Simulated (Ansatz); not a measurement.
Species: trans-ethylamine, C$_{2}$H$_{7}$N (charge 0, singlet). 
Coordinates optimised at B3LYP-D3(BJ)/def2-TZVP (Ansatz, a program for electronic structure):
SMILES: C(N)C
```xyz
10

C      1.2101    -0.3675    -0.0020
C      0.0059     0.5734    -0.0002
N     -1.3057    -0.0740     0.0024
H      2.1508     0.1897    -0.0039
H      1.2028    -1.0109     0.8816
H      1.1996    -1.0116    -0.8851
H      0.0502     1.2284    -0.8744
H      0.0533     1.2290     0.8732
H     -1.4054    -0.6706     0.8165
H     -1.4083    -0.6712    -0.8110
```
Charge 0, spin multiplicity 1.

Basis-set convergence of Hartree-Fock and MP2 correlation energies (hartree) with Ansatz. Valence correlation only, unless marked. No spin-orbit coupling. No relativistic terms.

```json
[
 {"basis": "cc-pVDZ", "functions": "-", "E(HF)": "-134.26233", "E(corr, MP2)": "-0.46850"},
 {"basis": "cc-pVTZ", "functions": "188", "E(HF)": "?", "E(corr, MP2)": "?"}
]
```

Question: What belongs in the gaps?

Answer: 
- cc-pVTZ, E(HF): -134.30393
- cc-pVTZ, E(corr, MP2): -0.57857
